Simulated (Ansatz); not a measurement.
Stepwise reaction of `C[SiH2]C` with hydrogen chloride, as a gas-phase model of exchange steps in deposition or etching. ΔE in kJ/mol; ΔG adds harmonic PBE0-D4 terms to CCSD(T)/CBS, at 1 bar.

Program: Ansatz. Geometries: PBE0-D4/def2-TZVP. ΔE: electronic, gas phase. CCSD(T)/CBS is the MP2 limit (def2-TZVPP, def2-QZVPP) plus CCSD(T) − MP2 in def2-TZVPP, frozen cores. This one scheme is used for every species. Functionals use def2-TZVPP. B3LYP here is the variant with VWN-RPA as its local correlation; programs differ in this.

| step | reaction | PBE-D4 | B3LYP-D4 | ωB97M-V | CCSD(T)/CBS | ΔG(500 K) |
| --- | --- | --- | --- | --- | --- | --- |
| 1 | `C[SiH2]C` + HCl → `C[SiH2]Cl` + CH₄ | -105.4 | -110.1 | -108.8 | -108.2 | -100.2 |
| 2 | `C[SiH2]Cl` + HCl → `Cl[SiH2]Cl` + CH₄ | -94.3 | -97.7 | -96.2 | -95.7 | -81.9 |

**Question.** By hand: ΔE of the 2 steps together at CCSD(T)/CBS.

**Answer.** (-108.2) + (-95.7) = -203.9 kJ/mol, or -102.0 kJ/mol a step.

In ΔE each step is higher than the one before. All are downhill at CCSD(T)/CBS. ΔG lies between -100.2 and -81.9 kJ/mol a step. PBE-D4 differs from CCSD(T)/CBS by 1.4 to 2.8 kJ/mol a step. Isolated molecules leave out the surface, adducts and barriers. Largest T1 diagnostic: 0.009.
